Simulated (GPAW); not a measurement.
**ULDA (PW92)/dzp (scalar-relativistic datasets) run of BH2O (SMILES B[O])**

Wanted: a geometry optimisation of BH2O. Input form: an ASE script.

The results are computed with GPAW 26.7.0.

2 further runs of the same task are left out: 2 set aside as unsound or not needed. Runs told in other sessions of the task aren't counted.

## (1) The molecule

The species is BH2O (4 atoms), meant as a doublet with charge 0. SMILES: `B[O]`. Geometry: embedded from SMILES. The run starts from this shape.

Bond lengths: B1–O2 1.460 Å, B1–H3 1.181 Å, B1–H4 1.181 Å. Angles: O2–B1–H3 120.0°, O2–B1–H4 120.0°, H3–B1–H4 120.0°.

## (2) A geometry optimisation at ULDA (PW92)/dzp (scalar-relativistic datasets)

relax.py

```python
from ase import Atoms
from ase.io import write
from ase.optimize import BFGS
from gpaw import GPAW
from rdkit import Chem
from rdkit.Chem import AllChem

rd = Chem.AddHs(Chem.MolFromSmiles('B[O]'))
AllChem.EmbedMolecule(rd, randomSeed=968)
AllChem.UFFOptimizeMolecule(rd)
mol = Atoms([a.GetSymbol() for a in rd.GetAtoms()], positions=rd.GetConformer().GetPositions())
write('start.xyz', mol)
mol.set_cell([11.0, 11.0, 11.0])
mol.center()
mol.set_initial_magnetic_moments([1 / len(mol)] * len(mol))

calc = GPAW(mode='lcao',
            basis='dzp',
            h=0.18,
            xc='LDA',
            occupations={'name': 'fermi-dirac', 'width': 0.0, 'fixmagmom': True},
            maxiter=120,
            symmetry='off',
            txt='-')
mol.calc = calc

opt = BFGS(mol, trajectory='molecule.traj')
converged = opt.run(fmax=0.05, steps=60)
print('Converged:', converged)
print(f'Final energy: {mol.get_potential_energy():.5f} eV')
write('relaxed.xyz', mol)
```

Command:

```sh
python3 relax.py
```

The log of the run:

```text
[...]
Number of symmetries: 1
[...]
  Number of IBZ points: 1
[...]
basis functions: 36
Spin-components: 2 (collinear spins)
Bands:           10
[...]
  Valence electrons: 11.0
[...]
  Grid points: [60 60 60]
  Charge: 0.0  # |e|
[...]
    cutoffs:
[...]
occupation numbers:
  Fixed magnetic moment: 1.000
[...]
xc functional:
  name: None
[...]
|iter     |     time |      energy | eigst |  dens |  magmom |
[...]
|iter:   1| 00:00:04 |  -18.695898 |      c|       |  +0.9989|
[...]
Converged in 11 steps
[...]
dipole moment: (-0.331272, 0.045152, 0.002257)  # |e|*Ang
Total magnetic moment: (0.000000, 0.000000, 1.000009)
[...]
Converged in 9 steps
[...]
Converged in 8 steps
[...]
|iter:   7| 00:00:24 |  -19.201420c|      c| -4.11c|  +1.0000|
Converged in 7 steps
[...]
Energy contributions relative to reference atoms: (reference = -2714.780269)
Energy contributions:
  Kinetic:          16.080227
  Coulomb:         -17.926232
  Zero:              0.236570
  External:          0.000000
  Xc:              -17.591985
  Entropy:           0.000000
  Spinorbit:         0.000000
  ----------------------------
  Free energy:     -19.201420
  Extrapolated:    -19.201420
[...]
Total magnetic moment: (0.000000, 0.000000, 0.999996)
Local magnetic moments
|        x |        y |         z |
|----------|----------|-----------|
| 0.000000 | 0.000000 | -0.005479 |  # B    0
| 0.000000 | 0.000000 |  0.357431 |  # O    1
| 0.000000 | 0.000000 |  0.076394 |  # H    2
| 0.000000 | 0.000000 |  0.076451 |  # H    3
Fermi levels: -3.703, -6.604
Eigenvalues  # (at kpt = [0.000, 0.000, 0.000])
| band index |      eig [eV] | occ [0-1] |      eig [eV] | occ [0-1] |
|------------|---------------|-----------|---------------|-----------|
|          0 |       -25.016 |     1.000 |       -24.233 |     1.000 |
|          1 |       -12.503 |     1.000 |       -11.974 |     1.000 |
|          2 |       -10.794 |     1.000 |        -9.881 |     1.000 |
|          3 |       -10.112 |     1.000 |        -9.575 |     1.000 |
|          4 |        -9.199 |     1.000 |        -8.767 |     1.000 |
|          5 |        -7.235 |     1.000 |        -5.972 |     0.000 |
|          6 |        -1.434 |     0.000 |        -1.256 |     0.000 |
|          7 |         2.568 |     0.000 |         2.884 |     0.000 |
|          8 |         3.288 |     0.000 |         3.474 |     0.000 |
|          9 |         4.520 |     0.000 |         4.854 |     0.000 |
Gap: 4.538 eV
Transition (v -> c):
[...]
Forces  # eV/Ang
|        x |        y |        z |
|----------|----------|----------|
|  0.02264 | -0.00997 | -0.01355 |  # B    0
| -0.01356 |  0.01571 |  0.01344 |  # O    1
|  0.00545 |  0.00742 |  0.00468 |  # H    2
|  0.00033 |  0.00306 |  0.00891 |  # H    3
Force computation time: 0.192  # s
BFGS:    3 hh:mm:ss      -19.201420        0.028211
Converged: True
Final energy: -19.20142 eV
```

It took 24 s on 1 thread of Arm Neoverse V1, shared host; peak memory 0.75 GiB.

The path in brief:

```csv
step,energy from the first frame kept (eV),largest force (eV/Å)
0,0.0000,6.9483
1,-0.7752,0.6259
2,-0.7764,0.5251
3,-0.7786,0.0282
```

After the run. Bond lengths: B1–O2 1.267 Å, B1–H3 1.257 Å, B1–H4 1.257 Å. Angles: O2–B1–H3 124.1°, O2–B1–H4 124.0°, H3–B1–H4 111.9°.

## (3) What came out

At ULDA (PW92)/dzp (scalar-relativistic datasets):

```
                                              quantity        value
energy as printed (from the program's reference atoms)  -19.2014 eV
                                         dipole moment       1.73 D
                    HOMO energy (highest over α and β)     -7.24 eV
                     LUMO energy (lowest over α and β)     -5.97 eV
```

**Reading.** At the final geometry: Bond lengths: B1–O2 1.267 Å, B1–H3 1.257 Å, B1–H4 1.257 Å. Angles: O2–B1–H3 124.1°, O2–B1–H4 124.0°, H3–B1–H4 111.9°. The optimisation took 3 steps and changed the energy by -0.779 eV.
